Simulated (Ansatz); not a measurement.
# triplet C2H2ClF: levels of theory compared

Aim: a comparison of 6 runs (UHF/3-21G, UHF/6-311+G**, UB3LYP/6-31G*, UBLYP/6-311+G**, UPBE/6-311+G**) of triplet C2H2ClF. 

The calculation is run with Ansatz 0.2.0.

47 further runs of the same task are left out: 47 set aside as unsound or not needed. Runs told in other sessions of the task aren't counted.

### Step 1. Starting point

The species is C2H2ClF (6 atoms), meant as a triplet with charge 0. SMILES of the parent species: `F/C=C/Cl`. The coordinates come from a PBE0-D4/def2-TZVP relaxation. That shape belongs to the parent species and isn't relaxed for this state.

Bond lengths: F1–C2 1.333 Å, C2–C3 1.320 Å, C3–Cl4 1.713 Å, C2–H5 1.083 Å, C3–H6 1.081 Å. Angles: F1–C2–C3 120.7°, C2–C3–Cl4 121.4°, F1–C2–H5 113.8°, C3–C2–H5 125.5°, C2–C3–H6 122.6°, Cl4–C3–H6 116.0°.

### Step 2. The energy at UHF/3-21G (run 1)

Input file run.yaml:

```yaml
crystal:
  periodic: [false, false, false]
  atoms:
    - {symbol: F, position_ang: [-0.308300, 1.774900, 0.089700]}
    - {symbol: C, position_ang: [-0.015000, 0.565100, -0.386500]}
    - {symbol: C, position_ang: [0.005100, -0.486500, 0.411700]}
    - {symbol: Cl, position_ang: [0.378700, -2.049200, -0.181100]}
    - {symbol: H, position_ang: [0.191800, 0.551900, -1.449500]}
    - {symbol: H, position_ang: [-0.210300, -0.420200, 1.469400]}
basis:
  gaussian:
    orbitals: 3-21G.json
total_charge: 0
magnetization:
  spin_polarized: true
  initial_magnetization: 2
hamiltonian:
  xc: hf
accuracy: high
output:
  orbitals: {seedname: orbitals}
```

The basis set 3-21G is read from a file made from the Basis Set Exchange's data (not shown).

Started as:

```bash
$ ansatz run run.yaml --threads 1 --pin off --max-ram 2610MiB --events-out events.jsonl --progress --plain --runs-dir runs
```

The log of the run:

```text
Warning: RAYON_NUM_THREADS=1 ignored (pool sized by the plan → 1); use --threads N
Functional definition: HF
  name "HF"
  exchange = exact_x
  correlation = 0
963 factors; integrals over basis functions are off by at most 1.7e-8 eV
mean field evaluation 1: about -17209.4553 eV, gradient 1.3e1 eV
mean field evaluation 2: about -17209.4566 eV, gradient 1.3e1 eV
mean field evaluation 4: about -17210.7959 eV, gradient 2.8e0 eV
mean field evaluation 8: about -17210.9081 eV, gradient 1.5e-1 eV
mean field -17210.90849116 eV, -632.4892210775 hartree, gradient 2.6e-8 eV, S^2 2.023883; 0 other end points of the search recorded, 0 dependent functions left out
reference -17210.90849116 eV, -632.4892210775 hartree; 21, 19 occupied and 23, 25 virtual orbitals, 963 factors
Total energy: -17210.90849116 eV, -632.4892210775 hartree
```

It took 0.52 s on 1 thread of Arm Neoverse V2, shared host; peak memory 0.11 GiB.

### Step 3. The energy at UHF/6-311+G(d,p) (run 2)

Input file input.yaml:

```yaml
crystal:
  periodic: [false, false, false]
  atoms:
    - {symbol: F, position_ang: [-0.308300, 1.774900, 0.089700]}
    - {symbol: C, position_ang: [-0.015000, 0.565100, -0.386500]}
    - {symbol: C, position_ang: [0.005100, -0.486500, 0.411700]}
    - {symbol: Cl, position_ang: [0.378700, -2.049200, -0.181100]}
    - {symbol: H, position_ang: [0.191800, 0.551900, -1.449500]}
    - {symbol: H, position_ang: [-0.210300, -0.420200, 1.469400]}
basis:
  gaussian:
    orbitals: 6-311+G_st__st_-spherical.json
total_charge: 0
magnetization:
  spin_polarized: true
  initial_magnetization: 2
hamiltonian:
  xc: hf
accuracy: high
output: {orbitals: {seedname: orbitals}}
```

The basis set 6-311+G** is read from a file made from the Basis Set Exchange's data (not shown).

Started as:

```bash
$ ansatz run input.yaml --threads 1 --pin off --max-ram 2610MiB --events-out events.jsonl --progress --plain --runs-dir runs
```

The log of the run:

```text
Warning: RAYON_NUM_THREADS=1 ignored (pool sized by the plan → 1); use --threads N
[... 4 set-up lines as earlier in the session ...]
1949 factors; integrals over basis functions are off by at most 4.4e-9 eV
mean field evaluation 1: about -17296.5287 eV, gradient 1.8e1 eV
mean field evaluation 2: about -17296.5381 eV, gradient 1.8e1 eV
mean field evaluation 4: about -17298.8542 eV, gradient 3.2e0 eV
mean field evaluation 8: about -17299.0839 eV, gradient 2.8e-1 eV
mean field -17299.08505011 eV, -635.7296498506 hartree, gradient 4.1e-8 eV, S^2 2.025895; 0 other end points of the search recorded, 0 dependent functions left out
reference -17299.08505011 eV, -635.7296498506 hartree; 21, 19 occupied and 87, 89 virtual orbitals, 1949 factors
Total energy: -17299.08505011 eV, -635.7296498506 hartree
```

Wall time 3.9 s (1 thread of Arm Neoverse V2, shared host); peak memory 0.35 GiB.

Runs 3 to 5 aren't shown in full; the table further down has their settings and results.

### Step 4. A single-point energy at UPBE/6-311+G(d,p) (run 6)

Input file in.yaml:

```yaml
crystal:
  periodic: [false, false, false]
  atoms:
    - {symbol: F, position_ang: [-0.308300, 1.774900, 0.089700]}
    - {symbol: C, position_ang: [-0.015000, 0.565100, -0.386500]}
    - {symbol: C, position_ang: [0.005100, -0.486500, 0.411700]}
    - {symbol: Cl, position_ang: [0.378700, -2.049200, -0.181100]}
    - {symbol: H, position_ang: [0.191800, 0.551900, -1.449500]}
    - {symbol: H, position_ang: [-0.210300, -0.420200, 1.469400]}
basis:
  gaussian: {orbitals: 6-311+G_st__st_-spherical.json}
output: {orbitals: {seedname: orbitals}}
hamiltonian: {xc: pbe}
magnetization: {spin_polarized: true, initial_magnetization: 2}
accuracy: high
```

The basis set 6-311+G** is read from a file made from the Basis Set Exchange's data (not shown).

Started as:

```bash
$ ansatz run in.yaml --threads 1 --pin off --max-ram 2610MiB --events-out events.jsonl --progress --plain --runs-dir runs
```

The log of the run:

```text
Warning: RAYON_NUM_THREADS=1 ignored (pool sized by the plan → 1); use --threads N
Functional definition: PBE
  name "PBE"
  parameter kappa = 0.804
  parameter beta = 0.06672455060314922
  exchange = pbe_x(kappa = kappa, mu = beta*pi^2/3)
  correlation = pbe_c(beta = beta)
1949 factors; integrals over basis functions are off by at most 4.4e-9 eV
mean field evaluation 1: about -17316.2912 eV, gradient 5.5e1 eV
mean field evaluation 2: about -17251.2244 eV, gradient 1.1e2 eV
mean field evaluation 4: about -17332.0625 eV, gradient 7.6e0 eV
mean field evaluation 8: about -17332.2748 eV, gradient 3.2e-1 eV
mean field evaluation 16: about -17332.2753 eV, gradient 4.0e-5 eV
mean field -17332.27533888 eV, -636.9493704655 hartree, gradient 4.9e-8 eV, S^2 2.005126; 1 other end points of the search recorded, 0 dependent functions left out
reference -17332.27534399 eV, -636.9493706533 hartree; 21, 19 occupied and 87, 89 virtual orbitals, 1949 factors
Total energy: -17332.27534399 eV, -636.9493706533 hartree
```

It took 10 s on 1 thread of Arm Neoverse V2, shared host; peak memory 0.3 GiB.

### Step 5. Overview of the runs

| run | level | Cartesian functions | energy (Eh) | HOMO energy (eV) | ⟨S²⟩ | wall time |
| --- | --- | --- | --- | --- | --- | --- |
| 1 | UHF/3-21G | no | -632.489221 | -7.19 | 2.024 | 0.52 s |
| 2 | UHF/6-311+G** | no | -635.729650 | -7.14 | 2.026 | 3.9 s |
| 3 | UB3LYP/6-31G* (spherical functions) | no | -637.246563 | -2.73 | 2.007 | 7.2 s |
| 4 | UB3LYP/6-31G* (Cartesian functions) | yes | -637.252545 | -2.73 | 2.007 | 7.5 s |
| 5 | UBLYP/6-311+G** | no | -637.291379 | -2.07 | 2.005 | 10 s |
| 6 | UPBE/6-311+G** | no | -636.949371 | -2.23 | 2.005 | 10 s |

### Step 6. Outcome

```
                                 quantity          value
                      run 6: total energy  -636.94937 Eh
run 6: HOMO energy (highest over α and β)       -2.23 eV
                              run 6: ⟨S²⟩          2.005
```

Totals of different functionals can't be ranked against each other. All runs together took 40 s, the longest 10 s.
